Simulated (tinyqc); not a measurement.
Inside a calculation. Method: G0W0 on RHF in the sto-6g basis, for H2F+, spin multiplicity 1. Computed by tinyqc, a small Python program that keeps every step (integrals from PySCF). Settings: charge = 1, multiplicity = 1, basis = sto-6g, method = RHF, energy threshold = 1e-10, iteration cap = 75, orthogonalisation = symmetric, start = core, DIIS depth = 6. Command: `OMP_NUM_THREADS=1 python tinyqc.py 23726 23727 out.jsonl` (the two numbers bound the seeds that draw the settings). One thread of a shared host (Intel(R) Xeon(R) Processor @ 2.60GHz), about 0.2 s of CPU time with the checks. The early iterations of the SCF are left out here.

## One-electron integrals

Geometry (angstrom):
```
atom,x,y,z
F,0.00000,0.00000,0.00000
H,0.00000,0.83800,0.55000
H,0.00000,-0.80700,0.52900
```

Basis sto-6g: exponents (1/bohr^2) and contraction coefficients of normalised primitives:
```
element,l (shell),exponent,coefficient
F,s (1),1728.62657,0.00916
F,s (1),316.94179,0.04936
F,s (1),88.66889,0.16854
F,s (1),30.46016,0.37056
F,s (1),11.82857,0.41649
F,s (1),4.87166,0.13033
F,s (2),67.03228,-0.01325
F,s (2),13.26744,-0.04699
F,s (2),4.12351,-0.03379
F,s (2),1.58646,0.25024
F,s (2),0.68900,0.59512
F,s (2),0.31582,0.24071
F,p (3),67.03228,0.00376
F,p (3),13.26744,0.03768
F,p (3),4.12351,0.17390
F,p (3),1.58646,0.41804
F,p (3),0.68900,0.42586
F,p (3),0.31582,0.10171
H,s (1),35.52322,0.00916
H,s (1),6.51314,0.04936
H,s (1),1.82214,0.16854
H,s (1),0.62596,0.37056
H,s (1),0.24308,0.41649
H,s (1),0.10011,0.13033
```

Overlap, kinetic and nuclear-attraction integrals over the contracted functions; the nuclear repulsion is the sum of Za Zb / Rab.

nuclear repulsion = 10.0086894 hartree

overlap S:
```
,1F 1s,1F 2s,1F 2px,1F 2py,1F 2pz,2H 1s,3H 1s
1F 1s,1.00000,0.23248,0.00000,0.00000,0.00000,0.04160,0.04535
1F 2s,0.23248,1.00000,0.00000,0.00000,0.00000,0.39671,0.42030
1F 2px,0.00000,0.00000,1.00000,0.00000,0.00000,0.00000,0.00000
1F 2py,0.00000,0.00000,0.00000,1.00000,0.00000,0.26558,-0.27703
1F 2pz,0.00000,0.00000,0.00000,0.00000,1.00000,0.17431,0.18160
2H 1s,0.04160,0.39671,0.00000,0.26558,0.17431,1.00000,0.20769
3H 1s,0.04535,0.42030,0.00000,-0.27703,0.18160,0.20769,1.00000
```

kinetic energy T (hartree):
```
,1F 1s,1F 2s,1F 2px,1F 2py,1F 2pz,2H 1s,3H 1s
1F 1s,37.39773,-1.14335,0.00000,0.00000,0.00000,-0.00350,-0.00255
1F 2s,-1.14335,1.08230,0.00000,0.00000,0.00000,0.08651,0.10330
1F 2px,0.00000,0.00000,3.25133,0.00000,0.00000,0.00000,0.00000
1F 2py,0.00000,0.00000,0.00000,3.25133,0.00000,0.17296,-0.19522
1F 2pz,0.00000,0.00000,0.00000,0.00000,3.25133,0.11351,0.12797
2H 1s,-0.00350,0.08651,0.00000,0.17296,0.11351,0.76852,-0.00156
3H 1s,-0.00255,0.10330,0.00000,-0.19522,0.12797,-0.00156,0.76852
```

nuclear attraction V (hartree):
```
,1F 1s,1F 2s,1F 2px,1F 2py,1F 2pz,2H 1s,3H 1s
1F 1s,-78.89879,-8.11594,0.00000,0.00089,-0.01520,-1.66368,-1.81509
1F 2s,-8.11594,-12.54628,0.00000,0.00923,-0.17454,-3.77591,-4.04466
1F 2px,0.00000,0.00000,-12.47970,0.00000,0.00000,0.00000,0.00000
1F 2py,0.00089,0.00923,0.00000,-12.61828,0.00436,-2.20441,2.33651
1F 2pz,-0.01520,-0.17454,0.00000,0.00436,-12.53932,-1.49654,-1.58215
2H 1s,-1.66368,-3.77591,0.00000,-2.20441,-1.49654,-6.16684,-1.46336
3H 1s,-1.81509,-4.04466,0.00000,2.33651,-1.58215,-1.46336,-6.32136
```

core Hamiltonian H = T + V (hartree):
```
,1F 1s,1F 2s,1F 2px,1F 2py,1F 2pz,2H 1s,3H 1s
1F 1s,-41.50106,-9.25928,0.00000,0.00089,-0.01520,-1.66718,-1.81764
1F 2s,-9.25928,-11.46399,0.00000,0.00923,-0.17454,-3.68940,-3.94135
1F 2px,0.00000,0.00000,-9.22837,0.00000,0.00000,0.00000,0.00000
1F 2py,0.00089,0.00923,0.00000,-9.36696,0.00436,-2.03145,2.14129
1F 2pz,-0.01520,-0.17454,0.00000,0.00436,-9.28799,-1.38302,-1.45418
2H 1s,-1.66718,-3.68940,0.00000,-2.03145,-1.38302,-5.39831,-1.46492
3H 1s,-1.81764,-3.94135,0.00000,2.14129,-1.45418,-1.46492,-5.55284
```

## Two-electron integrals

Functions are numbered as in S; the eight-fold symmetry (ij|kl) = (ji|kl) = (kl|ij) leaves the list below.

Two-electron integrals (ij|kl) in chemists' order, unique and non-zero (hartree):
```
i,j,k,l,(ij|kl)
1,1,1,1,5.40624
2,1,1,1,0.76813
2,1,2,1,0.13891
2,2,1,1,1.26627
2,2,2,1,0.28399
2,2,2,2,0.92637
3,1,3,1,0.02945
3,2,3,1,0.04468
3,2,3,2,0.20475
3,3,1,1,1.26627
3,3,2,1,0.28399
3,3,2,2,0.92637
3,3,3,3,0.99808
4,1,4,1,0.02945
4,2,4,1,0.04468
4,2,4,2,0.20475
4,3,4,3,0.05379
4,4,1,1,1.26627
4,4,2,1,0.28399
4,4,2,2,0.92637
4,4,3,3,0.89051
4,4,4,4,0.99808
5,1,5,1,0.02945
5,2,5,1,0.04468
5,2,5,2,0.20475
5,3,5,3,0.05379
5,4,5,4,0.05379
5,5,1,1,1.26627
5,5,2,1,0.28399
5,5,2,2,0.92637
5,5,3,3,0.89051
5,5,4,4,0.89051
5,5,5,5,0.99808
6,1,1,1,0.14659
6,1,2,1,0.02541
6,1,2,2,0.05080
6,1,3,3,0.05071
6,1,4,1,0.00092
6,1,4,2,0.00180
6,1,4,4,0.05090
6,1,5,1,0.00060
6,1,5,2,0.00118
6,1,5,4,0.00012
6,1,5,5,0.05079
6,1,6,1,0.00472
6,2,1,1,0.36271
6,2,2,1,0.08253
6,2,2,2,0.29932
6,2,3,3,0.29512
6,2,4,1,0.00499
6,2,4,2,0.03726
6,2,4,4,0.30393
6,2,5,1,0.00328
6,2,5,2,0.02446
6,2,5,4,0.00578
6,2,5,5,0.29892
6,2,6,1,0.01509
6,2,6,2,0.11849
6,3,3,1,0.00927
6,3,3,2,0.05272
6,3,4,3,0.00782
6,3,5,3,0.00513
6,3,6,3,0.01760
6,4,1,1,0.20301
6,4,2,1,0.04685
6,4,2,2,0.18169
6,4,3,3,0.17392
6,4,4,1,0.01177
6,4,4,2,0.07427
6,4,4,4,0.19493
6,4,5,1,0.00164
6,4,5,2,0.01414
6,4,5,4,0.00866
6,4,5,5,0.17623
6,4,6,1,0.00895
6,4,6,2,0.08828
6,4,6,4,0.08295
6,5,1,1,0.13324
6,5,2,1,0.03075
6,5,2,2,0.11925
6,5,3,3,0.11415
6,5,4,1,0.00164
6,5,4,2,0.01414
6,5,4,4,0.11768
6,5,5,1,0.01035
6,5,5,2,0.06200
6,5,5,4,0.01013
6,5,5,5,0.12593
6,5,6,1,0.00587
6,5,6,2,0.05794
6,5,6,4,0.04289
6,5,6,5,0.04575
6,6,1,1,0.51134
6,6,2,1,0.11853
6,6,2,2,0.49360
6,6,3,3,0.47675
6,6,4,1,0.00927
6,6,4,2,0.09589
6,6,4,4,0.51208
6,6,5,1,0.00609
6,6,5,2,0.06294
6,6,5,4,0.02319
6,6,5,5,0.49197
6,6,6,1,0.02185
6,6,6,2,0.24935
6,6,6,4,0.21557
6,6,6,5,0.14148
6,6,6,6,0.77500
7,1,1,1,0.15990
7,1,2,1,0.02771
7,1,2,2,0.05539
7,1,3,3,0.05529
7,1,4,1,-0.00100
7,1,4,2,-0.00196
7,1,4,4,0.05549
7,1,5,1,0.00066
7,1,5,2,0.00128
7,1,5,4,-0.00013
7,1,5,5,0.05538
7,1,6,1,0.00509
7,1,6,2,0.01596
7,1,6,4,0.00865
7,1,6,5,0.00621
7,1,6,6,0.02285
7,1,7,1,0.00562
7,2,1,1,0.38858
7,2,2,1,0.08838
7,2,2,2,0.31967
7,2,3,3,0.31522
7,2,4,1,-0.00533
7,2,4,2,-0.03950
7,2,4,4,0.32455
7,2,5,1,0.00350
7,2,5,2,0.02589
7,2,5,4,-0.00612
7,2,5,5,0.31923
7,2,6,1,0.01568
7,2,6,2,0.10338
7,2,6,4,0.05294
7,2,6,5,0.04891
7,2,6,6,0.17726
7,2,7,1,0.01762
7,2,7,2,0.13405
7,3,3,1,0.01002
7,3,3,2,0.05667
7,3,4,3,-0.00832
7,3,5,3,0.00545
7,3,6,3,0.01497
7,3,7,3,0.02011
7,4,1,1,-0.21466
7,4,2,1,-0.04953
7,4,2,2,-0.19156
7,4,3,3,-0.18330
7,4,4,1,0.01268
7,4,4,2,0.07937
7,4,4,4,-0.20564
7,4,5,1,-0.00174
7,4,5,2,-0.01488
7,4,5,4,0.00919
7,4,5,5,-0.18575
7,4,6,1,-0.00838
7,4,6,2,-0.05195
7,4,6,4,-0.01197
7,4,6,5,-0.02408
7,4,6,6,-0.07940
7,4,7,1,-0.01033
7,4,7,2,-0.09859
7,4,7,4,0.09223
7,5,1,1,0.14072
7,5,2,1,0.03247
7,5,2,2,0.12557
7,5,3,3,0.12015
7,5,4,1,-0.00174
7,5,4,2,-0.01488
7,5,4,4,0.12389
7,5,5,1,0.01116
7,5,5,2,0.06642
7,5,5,4,-0.01077
7,5,5,5,0.13267
7,5,6,1,0.00602
7,5,6,2,0.04843
7,5,6,4,0.02424
7,5,6,5,0.03759
7,5,6,6,0.09179
7,5,7,1,0.00677
7,5,7,2,0.06463
7,5,7,4,-0.04727
7,5,7,5,0.05110
7,6,1,1,0.13376
7,6,2,1,0.03075
7,6,2,2,0.12120
7,6,3,3,0.11904
7,6,4,1,2.39e-05
7,6,4,2,0.00027
7,6,4,4,0.12135
7,6,5,1,0.00196
7,6,5,2,0.01751
7,6,5,4,0.00006
7,6,5,5,0.12321
7,6,6,1,0.00556
7,6,6,2,0.04788
7,6,6,4,0.03115
7,6,6,5,0.02668
7,6,6,6,0.10663
7,6,7,1,0.00606
7,6,7,2,0.05058
7,6,7,4,-0.03220
7,6,7,5,0.02785
7,6,7,6,0.02366
7,7,1,1,0.52842
7,7,2,1,0.12244
7,7,2,2,0.50770
7,7,3,3,0.49016
7,7,4,1,-0.00977
7,7,4,2,-0.09955
7,7,4,4,0.52696
7,7,5,1,0.00640
7,7,5,2,0.06525
7,7,5,4,-0.02412
7,7,5,5,0.50597
7,7,6,1,0.02165
7,7,6,2,0.17052
7,7,6,4,0.07775
7,7,6,5,0.08928
7,7,6,6,0.31777
7,7,7,1,0.02462
7,7,7,2,0.26876
7,7,7,4,-0.22946
7,7,7,5,0.15042
7,7,7,6,0.10663
7,7,7,7,0.77500
```

## Orthogonalisation

S = U s U^T; symmetric (Loewdin) form X = U s^(-1/2) U^T, so that X^T S X = 1.

eigenvalues of S: 0.43372  0.50123  0.90391  1.00000  1.08030  1.29337  1.78746

X:
```
,1F 1s,1F 2s,1F 2px,1F 2py,1F 2pz,2H 1s,3H 1s
1F 1s,1.02267,-0.13426,0.00000,0.00049,-0.00591,0.01682,0.01785
1F 2s,-0.13426,1.17032,0.00000,-0.00695,0.06366,-0.22019,-0.24241
1F 2px,0.00000,0.00000,1.00000,0.00000,0.00000,0.00000,0.00000
1F 2py,0.00049,-0.00695,0.00000,1.07764,-0.00255,-0.17817,0.18854
1F 2pz,-0.00591,0.06366,0.00000,-0.00255,1.02717,-0.09529,-0.10284
2H 1s,0.01682,-0.22019,0.00000,-0.17817,-0.09529,1.12861,-0.08100
3H 1s,0.01785,-0.24241,0.00000,0.18854,-0.10284,-0.08100,1.14570
```

## Iteration 8 (converged): orbitals

converged F (hartree):
```
,1F 1s,1F 2s,1F 2px,1F 2py,1F 2pz,2H 1s,3H 1s
1F 1s,-26.95635,-6.52946,0.00000,0.00096,-0.02320,-1.17702,-1.28270
1F 2s,-6.52946,-3.51425,0.00000,0.00856,-0.12133,-1.19336,-1.27198
1F 2px,0.00000,0.00000,-1.05304,0.00000,0.00000,0.00000,0.00000
1F 2py,0.00096,0.00856,0.00000,-1.01311,0.00550,-0.53634,0.55808
1F 2pz,-0.02320,-0.12133,0.00000,0.00550,-1.02939,-0.40911,-0.42363
2H 1s,-1.17702,-1.19336,0.00000,-0.53634,-0.40911,-0.85433,-0.40283
3H 1s,-1.28270,-1.27198,0.00000,0.55808,-0.42363,-0.40283,-0.90441
```

Diagonalise F' = X^T F X, C = X C', fill 5 alpha and 5 beta electrons from the bottom; D = 2 C_occ C_occ^T. Each column has its largest component positive (the first on a tie).

F' = X^T F X (hartree):
```
,1,2,3,4,5,6,7
1,-26.53888,-3.20812,0.00000,0.00102,-0.03519,-0.17799,-0.20508
2,-3.20812,-2.19845,0.00000,-0.00521,0.03807,-0.48483,-0.52425
3,0.00000,0.00000,-1.05304,0.00000,0.00000,0.00000,0.00000
4,0.00102,-0.00521,0.00000,-0.77591,-0.00071,-0.44005,0.45738
5,-0.03519,0.03807,0.00000,-0.00071,-0.93932,-0.27439,-0.28747
6,-0.17799,-0.48483,0.00000,-0.44005,-0.27439,-0.37600,-0.08750
7,-0.20508,-0.52425,0.00000,0.45738,-0.28747,-0.08750,-0.36932
```

orbital energies (hartree): MO1 -26.95959, MO2 -2.07664, MO3 -1.21086, MO4 -1.08613, MO5 -1.05304, MO6 -0.01696, MO7 0.15230

coefficients C:
```
,MO1,MO2,MO3,MO4,MO5,MO6,MO7
1F 1s,0.99707,-0.23711,-0.00528,0.06206,0.00000,0.10031,0.01405
1F 2s,0.01330,0.94492,0.02970,-0.33433,0.00000,-0.69418,-0.10687
1F 2px,0.00000,0.00000,0.00000,0.00000,1.00000,0.00000,0.00000
1F 2py,-0.00013,-0.00770,0.74181,0.02635,0.00000,-0.08531,0.81874
1F 2pz,0.00183,0.11143,-0.02725,0.88175,0.00000,-0.53247,-0.06817
2H 1s,-0.00245,0.07655,0.32942,0.21188,0.00000,0.83723,-0.71393
3H 1s,-0.00270,0.08381,-0.34156,0.18877,0.00000,0.66692,0.90570
```

D after iteration 8:
```
,1F 1s,1F 2s,1F 2px,1F 2py,1F 2pz,2H 1s,3H 1s
1F 1s,2.10849,-0.46340,0.00000,-0.00118,0.06053,-0.01837,-0.01809
1F 2s,-0.46340,2.01143,0.00000,0.01190,-0.38058,0.02249,0.01180
1F 2px,0.00000,0.00000,2.00000,0.00000,0.00000,0.00000,0.00000
1F 2py,-0.00118,0.01190,0.00000,1.10208,0.00432,0.49872,-0.49810
1F 2pz,0.06053,-0.38058,0.00000,0.00432,1.58131,0.37274,0.37018
2H 1s,-0.01837,0.02249,0.00000,0.49872,0.37274,0.31855,-0.13220
3H 1s,-0.01809,0.01180,0.00000,-0.49810,0.37018,-0.13220,0.31866
```

## Convergence

Stop when the energy changes by less than 1e-10 hartree and every element of the error matrix X^T (F D S - S D F) X is below 3e-06.

Course of the cycle:
```
iteration,E (hartree),change,largest element of the error matrix
1,-98.6854082,-,6.20e-01
2,-99.7851252,-1.10e+00,4.88e-02
3,-99.7868673,-1.74e-03,6.94e-03
4,-99.7869688,-1.02e-04,1.79e-03
5,-99.7869793,-1.05e-05,5.47e-04
6,-99.7869798,-5.12e-07,7.89e-05
7,-99.7869798,-6.29e-09,2.53e-06
8,-99.7869798,-8.73e-12,6.25e-08
```

PySCF RHF in the same basis = -99.7869798 hartree

Converged in 8 iterations.

## Integrals over molecular orbitals

(pq|rs) = sum C_ip C_jq C_kr C_ls (ij|kl), one index at a time.

one-electron integrals over orbitals h = C^T H C (hartree):
```
,1,2,3,4,5,6,7
1,-41.48737,0.70143,0.01562,-0.17636,0.00000,-0.30037,-0.04252
2,0.70143,-9.73778,-0.02012,0.33419,0.00000,1.41210,0.20577
3,0.01562,-0.02012,-8.14643,0.03926,0.00000,0.23454,-2.14819
4,-0.17636,0.33419,0.03926,-8.80945,0.00000,1.31173,0.06551
5,0.00000,0.00000,0.00000,0.00000,-9.22837,0.00000,0.00000
6,-0.30037,1.41210,0.23454,1.31173,0.00000,-5.64247,0.01837
7,-0.04252,0.20577,-2.14819,0.06551,0.00000,0.01837,-6.06735
```

Two-electron integrals over orbitals (pq|rs), unique and non-zero (hartree):
```
p,q,r,s,(pq|rs)
1,1,1,1,5.38094
2,1,1,1,-0.51531
2,1,2,1,0.08006
2,2,1,1,1.22139
2,2,2,1,-0.02055
2,2,2,2,0.86421
3,1,1,1,-0.01185
3,1,2,1,0.00155
3,1,2,2,-0.00137
3,1,3,1,0.01782
3,2,1,1,0.00662
3,2,2,1,-0.00080
3,2,2,2,-0.00287
3,2,3,1,0.02577
3,2,3,2,0.15939
3,3,1,1,0.99316
3,3,2,1,-0.00766
3,3,2,2,0.76358
3,3,3,1,0.00059
3,3,3,2,0.00308
3,3,3,3,0.74323
4,1,1,1,0.13754
4,1,2,1,-0.01827
4,1,2,2,0.01464
4,1,3,1,-0.00064
4,1,3,2,-1.23e-05
4,1,3,3,0.00469
4,1,4,1,0.02986
4,2,1,1,-0.09413
4,2,2,1,0.00872
4,2,2,2,0.00635
4,2,3,1,1.10e-05
4,2,3,2,-0.00044
4,2,3,3,-0.00551
4,2,4,1,0.02999
4,2,4,2,0.16013
4,3,1,1,-0.00844
4,3,2,1,0.00038
4,3,2,2,-0.00319
4,3,3,1,-0.00385
4,3,3,2,0.00518
4,3,3,3,-0.00352
4,3,4,1,0.00078
4,3,4,2,0.00432
4,3,4,3,0.04823
4,4,1,1,1.17197
4,4,2,1,-0.01431
4,4,2,2,0.82136
4,4,3,1,-0.00010
4,4,3,2,0.00449
4,4,3,3,0.72040
4,4,4,1,-0.01149
4,4,4,2,-0.09041
4,4,4,3,-0.00516
4,4,4,4,0.90577
5,1,5,1,0.03040
5,2,5,1,0.03897
5,2,5,2,0.18162
5,3,5,1,0.00084
5,3,5,2,0.00297
5,3,5,3,0.03863
5,4,5,1,-0.00969
5,4,5,2,-0.03471
5,4,5,3,-0.00108
5,4,5,4,0.05530
5,5,1,1,1.26598
5,5,2,1,-0.01345
5,5,2,2,0.88274
5,5,3,1,-0.00030
5,5,3,2,0.00326
5,5,3,3,0.75107
5,5,4,1,0.00342
5,5,4,2,-0.04932
5,5,4,3,-0.00473
5,5,4,4,0.84181
5,5,5,5,0.99808
6,1,1,1,0.23191
6,1,2,1,-0.03801
6,1,2,2,0.00499
6,1,3,1,-0.00231
6,1,3,2,-0.00194
6,1,3,3,0.00216
6,1,4,1,-0.00383
6,1,4,2,-0.01907
6,1,4,3,-0.00019
6,1,4,4,0.01339
6,1,5,5,0.00562
6,1,6,1,0.02431
6,2,1,1,-0.30634
6,2,2,1,0.00861
6,2,2,2,-0.14917
6,2,3,1,-0.00124
6,2,3,2,-0.00762
6,2,3,3,-0.09306
6,2,4,1,-0.01765
6,2,4,2,-0.03958
6,2,4,3,0.00249
6,2,4,4,-0.10801
6,2,5,5,-0.15428
6,2,6,1,0.00366
6,2,6,2,0.07875
6,3,1,1,-0.04520
6,3,2,1,0.00097
6,3,2,2,-0.02327
6,3,3,1,-0.00422
6,3,3,2,0.02534
6,3,3,3,-0.01936
6,3,4,1,-0.00009
6,3,4,2,0.00609
6,3,4,3,0.01706
6,3,4,4,-0.01983
6,3,5,5,-0.02503
6,3,6,1,-0.00012
6,3,6,2,0.00989
6,3,6,3,0.06781
6,4,1,1,-0.25099
6,4,2,1,0.00250
6,4,2,2,-0.13338
6,4,3,1,0.00091
6,4,3,2,0.00600
6,4,3,3,-0.07956
6,4,4,1,-0.00623
6,4,4,2,0.00626
6,4,4,3,0.00189
6,4,4,4,-0.14212
6,4,5,5,-0.13723
6,4,6,1,0.00159
6,4,6,2,0.05985
6,4,6,3,0.01503
6,4,6,4,0.06874
6,5,5,1,-0.01428
6,5,5,2,-0.05402
6,5,5,3,-0.00343
6,5,5,4,-0.00636
6,5,6,5,0.02691
6,6,1,1,0.70985
6,6,2,1,-0.00601
6,6,2,2,0.57981
6,6,3,1,0.00165
6,6,3,2,0.01961
6,6,3,3,0.56097
6,6,4,1,0.01647
6,6,4,2,0.06809
6,6,4,3,0.01142
6,6,4,4,0.54178
6,6,5,5,0.55360
6,6,6,1,-0.00470
6,6,6,2,-0.05570
6,6,6,3,0.01639
6,6,6,4,-0.02578
6,6,6,6,0.55776
7,1,1,1,0.03304
7,1,2,1,-0.00559
7,1,2,2,0.00023
7,1,3,1,0.01766
7,1,3,2,0.02462
7,1,3,3,0.00118
7,1,4,1,0.00032
7,1,4,2,-0.00153
7,1,4,3,-0.00402
7,1,4,4,0.00145
7,1,5,5,0.00078
7,1,6,1,0.00141
7,1,6,2,-0.00152
7,1,6,3,-0.00404
7,1,6,4,0.00085
7,1,6,6,0.00172
7,1,7,1,0.01817
7,2,1,1,-0.04541
7,2,2,1,0.00116
7,2,2,2,-0.02226
7,2,3,1,0.01736
7,2,3,2,0.06256
7,2,3,3,-0.01019
7,2,4,1,-0.00153
7,2,4,2,-0.00108
7,2,4,3,-0.02366
7,2,4,4,-0.01794
7,2,5,5,-0.02230
7,2,6,1,-0.00154
7,2,6,2,0.00459
7,2,6,3,-0.02659
7,2,6,4,0.00859
7,2,6,6,-0.00897
7,2,7,1,0.01659
7,2,7,2,0.05619
7,3,1,1,0.42270
7,3,2,1,-0.00821
7,3,2,2,0.20176
7,3,3,1,-0.00014
7,3,3,2,0.00876
7,3,3,3,0.16065
7,3,4,1,-0.00139
7,3,4,2,-0.05773
7,3,4,3,-0.00097
7,3,4,4,0.20108
7,3,5,5,0.22617
7,3,6,1,0.00523
7,3,6,2,-0.07210
7,3,6,3,-0.00818
7,3,6,4,-0.07855
7,3,6,6,0.02265
7,3,7,1,0.00065
7,3,7,2,-0.01331
7,3,7,3,0.15844
7,4,1,1,-0.01283
7,4,2,1,3.92e-05
7,4,2,2,-0.00581
7,4,3,1,-0.00775
7,4,3,2,-0.05670
7,4,3,3,-0.00453
7,4,4,1,-0.00124
7,4,4,2,-0.00378
7,4,4,3,0.01046
7,4,4,4,-0.00723
7,4,5,5,-0.00664
7,4,6,1,0.00132
7,4,6,2,0.00635
7,4,6,3,-0.03860
7,4,6,4,-0.00188
7,4,6,6,-0.01605
7,4,7,1,-0.00762
7,4,7,2,-0.01092
7,4,7,3,-0.00944
7,4,7,4,0.04783
7,5,5,1,-0.00200
7,5,5,2,-0.00756
7,5,5,3,0.02520
7,5,5,4,0.00040
7,5,6,5,0.00128
7,5,7,5,0.02012
7,6,1,1,-0.00312
7,6,2,1,0.00010
7,6,2,2,0.00224
7,6,3,1,-0.01014
7,6,3,2,-0.09483
7,6,3,3,-0.00268
7,6,4,1,0.00139
7,6,4,2,0.00446
7,6,4,3,-0.04314
7,6,4,4,-0.00560
7,6,5,5,-0.00142
7,6,6,1,0.00024
7,6,6,2,-0.00170
7,6,6,3,-0.07867
7,6,6,4,-0.01083
7,6,6,6,-0.03472
7,6,7,1,-0.00984
7,6,7,2,0.00651
7,6,7,3,-0.01445
7,6,7,4,0.05659
7,6,7,6,0.15212
7,7,1,1,0.81002
7,7,2,1,-0.00761
7,7,2,2,0.62207
7,7,3,1,-0.00292
7,7,3,2,-0.02382
7,7,3,3,0.62238
7,7,4,1,0.00333
7,7,4,2,0.00805
7,7,4,3,-0.00950
7,7,4,4,0.59804
7,7,5,5,0.60770
7,7,6,1,0.00286
7,7,6,2,-0.04877
7,7,6,3,-0.02617
7,7,6,4,-0.03227
7,7,6,6,0.53642
7,7,7,1,-0.00223
7,7,7,2,-0.00630
7,7,7,3,0.06774
7,7,7,4,0.01279
7,7,7,6,0.03195
7,7,7,7,0.59272
```

## Screening: direct RPA

With D = e_a - e_i and K = (ia|jb): diagonalise D^(1/2) (D + 4K) D^(1/2) = Z w^2 Z^T; X + Y = D^(1/2) Z w^(-1/2), each column of Z with its largest component positive (the first on a tie); E_c = (sum w - tr (D + 2K)) / 2.

D^(1/2) (D + 4K) D^(1/2) (hartree^2):
```
,1>6,1>7,2>6,2>7,3>6,3>7,4>6,4>7,5>6,5>7
1>6,728.52524,0.15276,0.10911,-0.04774,-0.00267,0.12677,0.03419,0.03057,0.00000,0.00000
1>7,0.15276,737.02465,-0.04553,0.51592,-0.09201,0.01588,0.01838,-0.17667,0.00000,0.00000
2>6,0.10911,-0.04553,4.89113,0.03930,0.06205,-0.48324,0.35525,0.04054,0.00000,0.00000
2>7,-0.04774,0.51592,0.03930,5.46918,-0.17348,-0.09280,0.05306,-0.07254,0.00000,0.00000
3>6,-0.00267,-0.09201,0.06205,-0.17348,1.74922,-0.04174,0.06794,-0.18775,0.00000,0.00000
3>7,0.12677,0.01588,-0.48324,-0.09280,-0.04174,2.72213,-0.37930,-0.04904,0.00000,0.00000
4>6,0.03419,0.01838,0.35525,0.05306,0.06794,-0.37930,1.43711,-0.00865,0.00000,0.00000
4>7,0.03057,-0.17667,0.04054,-0.07254,-0.18775,-0.04904,-0.00865,1.77064,0.00000,0.00000
5>6,0.00000,0.00000,0.00000,0.00000,0.00000,0.00000,0.00000,0.00000,1.18499,0.00571
5>7,0.00000,0.00000,0.00000,0.00000,0.00000,0.00000,0.00000,0.00000,0.00571,1.54983
```

excitation energies w (hartree): 1.08853  1.14584  1.24496  1.24934  1.39678  1.63887  2.24480  2.34289  26.99116  27.14826

X + Y:
```
,1,2,3,4,5,6,7,8,9,10
1>6,0.00000,-0.00038,0.00000,-0.00017,-0.00012,-0.00076,-0.00042,0.00019,0.99894,0.01789
1>7,0.00000,-0.00020,0.00000,0.00101,0.00047,-0.00013,0.00057,-0.00238,-0.01800,0.99917
2>6,0.00000,-0.08269,0.00000,-0.02517,0.01206,0.27250,0.91948,0.11559,0.00004,-0.00002
2>7,0.00000,-0.01647,0.00000,0.06082,-0.02290,0.03361,-0.13351,0.96492,-0.00002,0.00020
3>6,0.00000,-0.12810,0.00000,0.70312,-0.62884,-0.03477,0.02141,-0.02991,0.00000,-0.00003
3>7,0.00000,0.25435,0.00000,0.07912,-0.02484,0.86031,-0.16728,-0.04403,0.00004,0.00001
4>6,0.00000,0.92949,0.00000,0.07225,-0.06879,-0.17620,0.07993,0.01925,0.00001,0.00001
4>7,0.00000,-0.00491,0.00000,0.68138,0.68558,-0.02751,0.01196,-0.01099,0.00001,-0.00005
5>6,0.97549,0.00000,0.01426,0.00000,0.00000,0.00000,0.00000,0.00000,0.00000,0.00000
5>7,-0.01645,0.00000,0.98384,0.00000,0.00000,0.00000,0.00000,0.00000,0.00000,0.00000
```

RPA correlation energy = -0.0461720 hartree

## G0W0 on Hartree-Fock: HOMO

W(p,q,m) = sqrt2 sum_ia (pq|ia) (X+Y)_ia,m; Sigma_c(x) = sum_(i,m) W^2/(x - e_i + w_m) + sum_(a,m) W^2/(x - e_a - w_m); solve x = e_p + Sigma_c(x) by Newton steps; Z = 1/(1 - dSigma/dx); 1 hartree = 27.211386 eV.

The 12 largest terms at x = e_p (hartree; W for the signs of X + Y given):
```
q,m,W,term
5,6,0.25034,0.03824
5,7,-0.26629,0.03159
5,2,-0.07589,0.00503
2,1,-0.07435,0.00262
5,8,-0.07231,0.00223
3,3,0.03500,0.00087
6,1,0.03709,-0.00065
7,3,0.02801,-0.00032
5,5,0.01932,0.00027
5,4,-0.01642,0.00022
4,1,-0.00879,0.00007
2,3,-0.01160,0.00006
```

Newton steps (hartree):
```
step,x,Sigma_c(x),Z
0,-1.05304,0.08026,0.95647
1,-0.97628,0.07691,0.95988
2,-0.97614,0.07690,0.95989
3,-0.97614,0.07690,0.95989
```

quasiparticle energy of the HOMO = -26.56216 eV

Hartree-Fock value = -28.65478 eV

## G0W0 on Hartree-Fock: LUMO

As before.

The 12 largest terms at x = e_p (hartree; W for the signs of X + Y given):
```
q,m,W,term
7,5,0.12615,-0.01016
3,5,-0.09788,0.00370
2,7,0.12577,0.00367
4,7,0.10298,0.00320
4,6,-0.08989,0.00298
6,7,-0.07877,-0.00276
2,6,-0.07280,0.00143
4,2,0.05219,0.00123
5,1,0.03709,0.00065
6,5,-0.02909,-0.00061
2,2,0.04158,0.00054
7,4,-0.02581,-0.00047
```

Newton steps (hartree):
```
step,x,Sigma_c(x),Z
0,-0.01696,0.00399,0.98487
1,-0.01303,0.00393,0.98484
2,-0.01303,0.00393,0.98484
```

quasiparticle energy of the LUMO = -0.35447 eV

Hartree-Fock value = -0.46152 eV
